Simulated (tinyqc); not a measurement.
Inside a calculation (part 2 of 2). Method: RHF in the sto-6g basis, for BH3, spin multiplicity 1. Computed by tinyqc, a small Python program that keeps every step (integrals from PySCF). Command: `OMP_NUM_THREADS=1 python tinyqc.py 22684 22685 out.jsonl` (the two numbers bound the seeds that draw the settings). One thread of a shared host (Intel(R) Xeon(R) Processor @ 2.60GHz), about 0.2 s of CPU time with the checks.

Geometry (angstrom):
```
atom        x        y       z
B      0.0000   0.0000  0.0340
H      1.1860   0.0000  0.0000
H     -0.5930   1.0270  0.0000
H     -0.5930  -1.0270  0.0000
```

## Iteration 1: diagonalisation and new density

Fock matrix F (hartree):
```
          1B 1s    1B 2s   1B 2px   1B 2py   1B 2pz    2H 1s    3H 1s    4H 1s
1B 1s   -7.2801  -2.0721   0.0000   0.0000  -0.0015  -0.5488  -0.5489  -0.5489
1B 2s   -2.0721  -0.9749   0.0000   0.0000   0.0133  -0.5376  -0.5377  -0.5377
1B 2px   0.0000   0.0000  -0.1675   0.0000   0.0000  -0.3720   0.1860   0.1860
1B 2py   0.0000   0.0000   0.0000  -0.1675   0.0000   0.0000  -0.3221   0.3221
1B 2pz  -0.0015   0.0133   0.0000   0.0000   0.3453   0.0101   0.0101   0.0101
2H 1s   -0.5488  -0.5376  -0.3720   0.0000   0.0101  -0.3560  -0.1616  -0.1616
3H 1s   -0.5489  -0.5377   0.1860  -0.3221   0.0101  -0.1616  -0.3561  -0.1616
4H 1s   -0.5489  -0.5377   0.1860   0.3221   0.0101  -0.1616  -0.1616  -0.3561
```

X:
```
          1B 1s    1B 2s   1B 2px   1B 2py   1B 2pz    2H 1s    3H 1s    4H 1s
1B 1s    1.0318  -0.1750   0.0000   0.0000   0.0010   0.0245   0.0245   0.0245
1B 2s   -0.1750   1.4412   0.0000   0.0000  -0.0119  -0.3505  -0.3506  -0.3506
1B 2px   0.0000   0.0000   1.2141   0.0000   0.0000  -0.3669   0.1835   0.1835
1B 2py   0.0000   0.0000   0.0000   1.2142   0.0000   0.0000  -0.3178   0.3178
1B 2pz   0.0010  -0.0119   0.0000   0.0000   1.0003   0.0101   0.0101   0.0101
2H 1s    0.0245  -0.3505  -0.3669   0.0000   0.0101   1.2781  -0.0185  -0.0185
3H 1s    0.0245  -0.3506   0.1835  -0.3178   0.0101  -0.0185   1.2782  -0.0185
4H 1s    0.0245  -0.3506   0.1835   0.3178   0.0101  -0.0185  -0.0185   1.2782
```

Diagonalise F' = X^T F X, C = X C', fill 4 alpha and 4 beta electrons from the bottom; D = 2 C_occ C_occ^T. Each column has its largest component positive (the first on a tie).

F' = X^T F X (hartree):
```
         1        2        3        4        5        6        7        8
1  -7.1025  -1.1200   0.0000   0.0000  -0.0012  -0.0797  -0.0797  -0.0797
2  -1.1200  -0.0254   0.0000   0.0000  -0.0043  -0.4076  -0.4077  -0.4077
3   0.0000   0.0000   0.2110   0.0000   0.0000  -0.4936   0.2468   0.2468
4   0.0000   0.0000   0.0000   0.2110   0.0000   0.0000  -0.4275   0.4275
5  -0.0012  -0.0043   0.0000   0.0000   0.3459   0.0125   0.0125   0.0125
6  -0.0797  -0.4076  -0.4936   0.0000   0.0125   0.1107  -0.0595  -0.0595
7  -0.0797  -0.4077   0.2468  -0.4275   0.0125  -0.0595   0.1108  -0.0595
8  -0.0797  -0.4077   0.2468   0.4275   0.0125  -0.0595  -0.0595   0.1108
```

orbital energies (hartree): MO1 -7.2838, MO2 -0.6067, MO3 -0.4142, MO4 -0.4142, MO5 0.3454, MO6 0.7550, MO7 0.7955, MO8 0.7955

coefficients C:
```
            MO1      MO2      MO3      MO4      MO5      MO6      MO7      MO8
1B 1s    0.9928  -0.2160   0.0000   0.0000  -0.0130  -0.2539   0.0004   0.0000
1B 2s    0.0310   0.5155   0.0001   0.0000   0.0590   1.4853  -0.0026   0.0000
1B 2px   0.0000   0.0000   0.5208   0.0000   0.0000   0.0019   1.1853   0.0000
1B 2py   0.0000   0.0000   0.0000   0.5208   0.0000   0.0000   0.0000   1.1853
1B 2pz  -0.0001  -0.0091   0.0000   0.0000   0.9985  -0.0633   0.0001   0.0000
2H 1s   -0.0061   0.3001   0.5061   0.0000  -0.0173  -0.7411  -0.9984   0.0000
3H 1s   -0.0061   0.3001  -0.2530   0.4383  -0.0173  -0.7386   0.5011  -0.8658
4H 1s   -0.0061   0.3001  -0.2530  -0.4383  -0.0173  -0.7386   0.5011   0.8658
```

D after iteration 1:
```
          1B 1s    1B 2s   1B 2px   1B 2py   1B 2pz    2H 1s    3H 1s    4H 1s
1B 1s    2.0647  -0.1612   0.0000   0.0000   0.0038  -0.1417  -0.1417  -0.1417
1B 2s   -0.1612   0.5335   0.0000   0.0000  -0.0094   0.3091   0.3090   0.3090
1B 2px   0.0000   0.0000   0.5425   0.0000   0.0000   0.5271  -0.2636  -0.2636
1B 2py   0.0000   0.0000   0.0000   0.5425   0.0000   0.0000   0.4565  -0.4565
1B 2pz   0.0038  -0.0094   0.0000   0.0000   0.0002  -0.0054  -0.0054  -0.0054
2H 1s   -0.1417   0.3091   0.5271   0.0000  -0.0054   0.6924  -0.0759  -0.0759
3H 1s   -0.1417   0.3090  -0.2636   0.4565  -0.0054  -0.0759   0.6924  -0.0759
4H 1s   -0.1417   0.3090  -0.2636  -0.4565  -0.0054  -0.0759  -0.0759   0.6924
```

Within a degenerate level the vectors are fixed only up to a rotation; this is one choice.

## Iteration 2: building the Fock matrix

core Hamiltonian H = T + V (hartree):
```
           1B 1s    1B 2s   1B 2px   1B 2py   1B 2pz    2H 1s    3H 1s    4H 1s
1B 1s   -13.7826  -3.4325   0.0000   0.0000   0.0017  -0.9092  -0.9094  -0.9094
1B 2s    -3.4325  -4.6655   0.0000   0.0000   0.0139  -2.0332  -2.0335  -2.0335
1B 2px    0.0000   0.0000  -3.9756   0.0000   0.0000  -1.8256   0.9129   0.9129
1B 2py    0.0000   0.0000   0.0000  -3.9756   0.0000   0.0000  -1.5811   1.5811
1B 2pz    0.0017   0.0139   0.0000   0.0000  -3.7934   0.0552   0.0552   0.0552
2H 1s    -0.9092  -2.0332  -1.8256   0.0000   0.0552  -3.1836  -0.4822  -0.4822
3H 1s    -0.9094  -2.0335   0.9129  -1.5811   0.0552  -0.4822  -3.1838  -0.4823
4H 1s    -0.9094  -2.0335   0.9129   1.5811   0.0552  -0.4822  -0.4823  -3.1838
```

nuclear repulsion = 7.463252 hartree

Given earlier and not repeated: Two-electron integrals (ij|kl) in chemists' order.

J_ij = sum D_kl (ij|kl), K_ij = sum D_kl (ik|jl); F = H + J - 0.5 K; E = tr D H + tr D J / 2 - 0.25 tr D K + E_nn.

Coulomb J (hartree):
```
          1B 1s    1B 2s   1B 2px   1B 2py   1B 2pz    2H 1s    3H 1s    4H 1s
1B 1s    9.2145   1.8296   0.0000   0.0000  -0.0027   0.4917   0.4918   0.4918
1B 2s    1.8296   4.2741   0.0000   0.0000  -0.0170   1.8491   1.8493   1.8493
1B 2px   0.0000   0.0000   4.3348   0.0000   0.0000   1.8202  -0.9102  -0.9102
1B 2py   0.0000   0.0000   0.0000   4.3348   0.0000   0.0000   1.5764  -1.5764
1B 2pz  -0.0027  -0.0170   0.0000   0.0000   4.1527  -0.0559  -0.0559  -0.0559
2H 1s    0.4917   1.8491   1.8202   0.0000  -0.0559   3.4059   0.4127   0.4127
3H 1s    0.4918   1.8493  -0.9102   1.5764  -0.0559   0.4127   3.4060   0.4128
4H 1s    0.4918   1.8493  -0.9102  -1.5764  -0.0559   0.4127   0.4128   3.4060
```

exchange K (hartree):
```
          1B 1s    1B 2s   1B 2px   1B 2py   1B 2pz    2H 1s    3H 1s    4H 1s
1B 1s    5.9155   1.0266   0.0000   0.0000  -0.0001   0.2898   0.2898   0.2898
1B 2s    1.0266   1.3201   0.0000   0.0000  -0.0265   0.7670   0.7671   0.7671
1B 2px   0.0000   0.0000   1.1443   0.0000   0.0000   0.7860  -0.3931  -0.3931
1B 2py   0.0000   0.0000   0.0000   1.1443   0.0000   0.0000   0.6807  -0.6807
1B 2pz  -0.0001  -0.0265   0.0000   0.0000   0.2499  -0.0206  -0.0206  -0.0206
2H 1s    0.2898   0.7670   0.7860   0.0000  -0.0206   1.2648   0.1855   0.1855
3H 1s    0.2898   0.7671  -0.3931   0.6807  -0.0206   0.1855   1.2649   0.1855
4H 1s    0.2898   0.7671  -0.3931  -0.6807  -0.0206   0.1855   0.1855   1.2649
```

Fock matrix F (hartree):
```
          1B 1s    1B 2s   1B 2px   1B 2py   1B 2pz    2H 1s    3H 1s    4H 1s
1B 1s   -7.5258  -2.1162   0.0000   0.0000  -0.0009  -0.5624  -0.5625  -0.5625
1B 2s   -2.1162  -1.0515   0.0000   0.0000   0.0102  -0.5677  -0.5677  -0.5677
1B 2px   0.0000   0.0000  -0.2130   0.0000   0.0000  -0.3984   0.1992   0.1992
1B 2py   0.0000   0.0000   0.0000  -0.2130   0.0000   0.0000  -0.3450   0.3450
1B 2pz  -0.0009   0.0102   0.0000   0.0000   0.2344   0.0096   0.0096   0.0096
2H 1s   -0.5624  -0.5677  -0.3984   0.0000   0.0096  -0.4102  -0.1623  -0.1623
3H 1s   -0.5625  -0.5677   0.1992  -0.3450   0.0096  -0.1623  -0.4102  -0.1623
4H 1s   -0.5625  -0.5677   0.1992   0.3450   0.0096  -0.1623  -0.1623  -0.4102
```

total energy of this density = -26.327090 hartree

## Iteration 2: DIIS over 2 matrices

error matrix X^T (FDS - SDF) X:
```
         1        2        3        4        5        6        7        8
1   0.0000  -0.0402   0.0000   0.0000  -0.0018   0.0240   0.0240   0.0240
2   0.0402   0.0000   0.0000   0.0000   0.0032  -0.0241  -0.0241  -0.0241
3   0.0000   0.0000   0.0000   0.0000   0.0000   0.0153  -0.0076  -0.0076
4   0.0000   0.0000   0.0000   0.0000   0.0000   0.0000   0.0132  -0.0132
5   0.0018  -0.0032   0.0000   0.0000   0.0000  -0.0016  -0.0016  -0.0016
6  -0.0240   0.0241  -0.0153   0.0000   0.0016   0.0000   0.0000   0.0000
7  -0.0240   0.0241   0.0076  -0.0132   0.0016   0.0000   0.0000   0.0000
8  -0.0240   0.0241   0.0076   0.0132   0.0016   0.0000   0.0000   0.0000
```

B (overlaps of the stored error matrices):
```
               1              2
1  7.9661407e-01  5.7412048e-02
2  5.7412048e-02  1.1617513e-02
```

Minimise |sum c_i e_i|^2 with sum c_i = 1: solve [B -1; -1 0][c; lambda] = [0; -1] with B_ij = tr e_i^T e_j, and take F = sum c_i F_i.

DIIS coefficients: -0.0660  1.0660

extrapolated F (hartree):
```
          1B 1s    1B 2s   1B 2px   1B 2py   1B 2pz    2H 1s    3H 1s    4H 1s
1B 1s   -7.5421  -2.1191   0.0000   0.0000  -0.0009  -0.5633  -0.5634  -0.5634
1B 2s   -2.1191  -1.0565   0.0000   0.0000   0.0100  -0.5696  -0.5697  -0.5697
1B 2px   0.0000   0.0000  -0.2160   0.0000   0.0000  -0.4002   0.2001   0.2001
1B 2py   0.0000   0.0000   0.0000  -0.2160   0.0000   0.0000  -0.3466   0.3466
1B 2pz  -0.0009   0.0100   0.0000   0.0000   0.2270   0.0096   0.0096   0.0096
2H 1s   -0.5633  -0.5696  -0.4002   0.0000   0.0096  -0.4137  -0.1623  -0.1623
3H 1s   -0.5634  -0.5697   0.2001  -0.3466   0.0096  -0.1623  -0.4138  -0.1623
4H 1s   -0.5634  -0.5697   0.2001   0.3466   0.0096  -0.1623  -0.1623  -0.4138
```

## Iteration 2: diagonalisation and new density

As before.

F' = X^T F X (hartree):
```
         1        2        3        4        5        6        7        8
1  -7.3684  -1.1153   0.0000   0.0000  -0.0004  -0.0867  -0.0868  -0.0868
2  -1.1153  -0.1092   0.0000   0.0000  -0.0069  -0.4097  -0.4097  -0.4097
3   0.0000   0.0000   0.1657   0.0000   0.0000  -0.4949   0.2475   0.2475
4   0.0000   0.0000   0.0000   0.1657   0.0000   0.0000  -0.4286   0.4286
5  -0.0004  -0.0069   0.0000   0.0000   0.2276   0.0115   0.0115   0.0115
6  -0.0867  -0.4097  -0.4949   0.0000   0.0115   0.0544  -0.0504  -0.0504
7  -0.0868  -0.4097   0.2475  -0.4286   0.0115  -0.0504   0.0544  -0.0504
8  -0.0868  -0.4097   0.2475   0.4286   0.0115  -0.0504  -0.0504   0.0544
```

orbital energies (hartree): MO1 -7.5445, MO2 -0.6706, MO3 -0.4717, MO4 -0.4717, MO5 0.2269, MO6 0.6918, MO7 0.7422, MO8 0.7422

coefficients C:
```
            MO1      MO2      MO3      MO4      MO5      MO6      MO7      MO8
1B 1s    0.9942  -0.2182   0.0000   0.0000  -0.0114  -0.2465   0.0003   0.0000
1B 2s    0.0246   0.5440   0.0000   0.0001   0.0533   1.4755  -0.0019   0.0000
1B 2px   0.0000   0.0000   0.0000   0.5111   0.0000   0.0014   1.1895   0.0000
1B 2py   0.0000   0.0000   0.5111   0.0000   0.0000   0.0000   0.0000   1.1895
1B 2pz  -0.0001  -0.0065   0.0000   0.0000   0.9987  -0.0606   0.0001   0.0000
2H 1s   -0.0044   0.2858   0.0000   0.5143  -0.0165  -0.7463  -0.9945   0.0000
3H 1s   -0.0044   0.2859   0.4454  -0.2571  -0.0165  -0.7445   0.4987  -0.8621
4H 1s   -0.0044   0.2859  -0.4454  -0.2571  -0.0165  -0.7445   0.4987   0.8621
```

D after iteration 2:
```
          1B 1s    1B 2s   1B 2px   1B 2py   1B 2pz    2H 1s    3H 1s    4H 1s
1B 1s    2.0722  -0.1884   0.0000   0.0000   0.0027  -0.1335  -0.1335  -0.1335
1B 2s   -0.1884   0.5932   0.0000   0.0000  -0.0071   0.3109   0.3108   0.3108
1B 2px   0.0000   0.0000   0.5224   0.0000   0.0000   0.5256  -0.2628  -0.2628
1B 2py   0.0000   0.0000   0.0000   0.5224   0.0000   0.0000   0.4552  -0.4552
1B 2pz   0.0027  -0.0071   0.0000   0.0000   0.0001  -0.0037  -0.0037  -0.0037
2H 1s   -0.1335   0.3109   0.5256   0.0000  -0.0037   0.6924  -0.1010  -0.1010
3H 1s   -0.1335   0.3108  -0.2628   0.4552  -0.0037  -0.1010   0.6924  -0.1010
4H 1s   -0.1335   0.3108  -0.2628  -0.4552  -0.0037  -0.1010  -0.1010   0.6924
```

Within a degenerate level the vectors are fixed only up to a rotation; this is one choice.

## Iteration 6 (converged): orbitals

converged F (hartree):
```
          1B 1s    1B 2s   1B 2px   1B 2py   1B 2pz    2H 1s    3H 1s    4H 1s
1B 1s   -7.5219  -2.1134   0.0000   0.0000  -0.0006  -0.5620  -0.5621  -0.5621
1B 2s   -2.1134  -1.0573   0.0000   0.0000   0.0094  -0.5685  -0.5686  -0.5686
1B 2px   0.0000   0.0000  -0.2086   0.0000   0.0000  -0.3976   0.1988   0.1988
1B 2py   0.0000   0.0000   0.0000  -0.2086   0.0000   0.0000  -0.3444   0.3444
1B 2pz  -0.0006   0.0094   0.0000   0.0000   0.2340   0.0089   0.0089   0.0089
2H 1s   -0.5620  -0.5685  -0.3976   0.0000   0.0089  -0.4101  -0.1606  -0.1606
3H 1s   -0.5621  -0.5686   0.1988  -0.3444   0.0089  -0.1606  -0.4101  -0.1606
4H 1s   -0.5621  -0.5686   0.1988   0.3444   0.0089  -0.1606  -0.1606  -0.4101
```

As before.

F' = X^T F X (hartree):
```
         1        2        3        4        5        6        7        8
1  -7.3489  -1.1113   0.0000   0.0000   0.0000  -0.0867  -0.0868  -0.0868
2  -1.1113  -0.1136   0.0000   0.0000  -0.0071  -0.4097  -0.4098  -0.4098
3   0.0000   0.0000   0.1736   0.0000   0.0000  -0.4947   0.2474   0.2474
4   0.0000   0.0000   0.0000   0.1736   0.0000   0.0000  -0.4284   0.4284
5   0.0000  -0.0071   0.0000   0.0000   0.2346   0.0110   0.0110   0.0110
6  -0.0867  -0.4097  -0.4947   0.0000   0.0110   0.0577  -0.0483  -0.0483
7  -0.0868  -0.4098   0.2474  -0.4284   0.0110  -0.0483   0.0578  -0.0483
8  -0.0868  -0.4098   0.2474   0.4284   0.0110  -0.0483  -0.0483   0.0578
```

orbital energies (hartree): MO1 -7.5244, MO2 -0.6690, MO3 -0.4670, MO4 -0.4670, MO5 0.2339, MO6 0.6928, MO7 0.7466, MO8 0.7466

coefficients C:
```
            MO1      MO2      MO3      MO4      MO5      MO6      MO7      MO8
1B 1s    0.9942  -0.2194   0.0000   0.0000  -0.0109  -0.2455   0.0003   0.0000
1B 2s    0.0246   0.5509   0.0000   0.0001   0.0520   1.4730  -0.0018   0.0000
1B 2px   0.0000   0.0000   0.0000   0.5078   0.0000   0.0013   1.1909   0.0000
1B 2py   0.0000   0.0000   0.5078   0.0000   0.0000   0.0000   0.0000   1.1909
1B 2pz  -0.0001  -0.0054   0.0000   0.0000   0.9987  -0.0602   0.0001   0.0000
2H 1s   -0.0043   0.2824   0.0000   0.5170  -0.0166  -0.7475  -0.9931   0.0000
3H 1s   -0.0043   0.2825   0.4477  -0.2585  -0.0166  -0.7458   0.4979  -0.8609
4H 1s   -0.0043   0.2825  -0.4477  -0.2585  -0.0166  -0.7458   0.4979   0.8609
```

D after iteration 6:
```
          1B 1s    1B 2s   1B 2px   1B 2py   1B 2pz    2H 1s    3H 1s    4H 1s
1B 1s    2.0732  -0.1928   0.0000   0.0000   0.0021  -0.1325  -0.1325  -0.1325
1B 2s   -0.1928   0.6081   0.0000   0.0000  -0.0060   0.3110   0.3109   0.3109
1B 2px   0.0000   0.0000   0.5157   0.0000   0.0000   0.5250  -0.2625  -0.2625
1B 2py   0.0000   0.0000   0.0000   0.5157   0.0000   0.0000   0.4547  -0.4547
1B 2pz   0.0021  -0.0060   0.0000   0.0000   0.0001  -0.0031  -0.0031  -0.0031
2H 1s   -0.1325   0.3110   0.5250   0.0000  -0.0031   0.6941  -0.1077  -0.1077
3H 1s   -0.1325   0.3109  -0.2625   0.4547  -0.0031  -0.1077   0.6941  -0.1077
4H 1s   -0.1325   0.3109  -0.2625  -0.4547  -0.0031  -0.1077  -0.1077   0.6941
```

Within a degenerate level the vectors are fixed only up to a rotation; this is one choice.

## Convergence

Stop when the energy changes by less than 1e-08 hartree and every element of the error matrix X^T (F D S - S D F) X is below 3e-05.

Course of the cycle:
```
iteration  E (hartree)     change  largest element of the error matrix
1           -26.211867          -                             2.86e-01
2           -26.327090  -1.15e-01                             4.02e-02
3           -26.328791  -1.70e-03                             5.20e-03
4           -26.328861  -7.07e-05                             8.33e-04
5           -26.328863  -1.56e-06                             2.15e-05
6           -26.328863  -9.45e-10                             5.16e-06
```

PySCF RHF in the same basis = -26.328863 hartree

Converged in 6 iterations.

## Populations, bond orders and dipole

overlap S:
```
         1B 1s   1B 2s   1B 2px   1B 2py   1B 2pz    2H 1s    3H 1s    4H 1s
1B 1s   1.0000  0.2649   0.0000   0.0000   0.0000   0.0696   0.0697   0.0697
1B 2s   0.2649  1.0000   0.0000   0.0000   0.0000   0.4780   0.4781   0.4781
1B 2px  0.0000  0.0000   1.0000   0.0000   0.0000   0.4892  -0.2447  -0.2447
1B 2py  0.0000  0.0000   0.0000   1.0000   0.0000   0.0000   0.4237  -0.4237
1B 2pz  0.0000  0.0000   0.0000   0.0000   1.0000  -0.0140  -0.0140  -0.0140
2H 1s   0.0696  0.4780   0.4892   0.0000  -0.0140   1.0000   0.1099   0.1099
3H 1s   0.0697  0.4781  -0.2447   0.4237  -0.0140   0.1099   1.0000   0.1099
4H 1s   0.0697  0.4781  -0.2447  -0.4237  -0.0140   0.1099   0.1099   1.0000
```

Mulliken: Z minus the diagonal of D S on the atom; Loewdin: the same with S^(1/2) D S^(1/2); Mayer order: 2 sum_s sum (D(s) S)_ij (D(s) S)_ji over the two atoms.

Charges (e):
```
atom  Mulliken  Loewdin
1B      0.2004   0.1738
2H     -0.0668  -0.0579
3H     -0.0668  -0.0579
4H     -0.0668  -0.0579
```

Mayer bond orders:
```
pair   order
2-1   0.9935
3-1   0.9935
3-2   0.0010
4-1   0.9935
4-2   0.0010
4-3   0.0010
```

dipole moment about the origin, x y z (debye): 0.0000  0.0000  0.1044
